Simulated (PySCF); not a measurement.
C4H8, SMILES C1CCC1.

Geometry: PBE0-D3(BJ)/def2-SVP.

Two levels are set side by side: PBE/def2-TZVP (PySCF) and M06-2X/def2-TZVP (PySCF). Same geometry, gas phase. Differences are taken from unrounded values.

```tsv
quantity	M06-2X	PBE	PBE minus M06-2X
orbital gap (eV)	11.78	7.78	-4.00
highest occupied level (eV)	-9.80	-7.23	2.57
lowest empty level (eV)	1.98	0.55	-1.43
mean polarisability (bohr³)	46.5	48.4	1.9
```

PBE's occupied levels lie high since its potential decays too fast outside the molecule; exact exchange lowers them and widens the gap. PBE's more diffuse valence density responds more strongly to a field. Differences between two approximate levels are no errors against the true value.

Rough cost on one machine, each run with all the roots and properties that it gave: M06-2X against PBE about 4 times.
